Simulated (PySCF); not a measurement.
Homolysis of single bonds, series B NH2-H. All species are isolated molecules in the gas phase. Strings in code marks are SMILES.

The numbers are results of PySCF 2.14.0 with M06-2X/def2-TZVP // B3LYP-D3(BJ)/def2-TZVP, not measurements. 

| species | dipole moment (D) |
|---|---|
| whole molecule (`NB(N)N`) | 0.02 |
| radical fragment (`N[B]N`) | 1.64 |
| radical fragment (`[NH2]`) | 1.97 |
| whole molecule (`NBN`) | 1.27 |
| radical fragment (`[BH]N`) | 2.19 |
| whole molecule (`BN`) | (withheld) |
| radical fragment (`[BH2]`) | 0.47 |
| whole molecule (`B`) | (withheld) |

Q: Fill in the missing entries.

A: 
- whole molecule (`BN`), dipole moment (D): 1.84
- whole molecule (`B`), dipole moment (D): 0.00
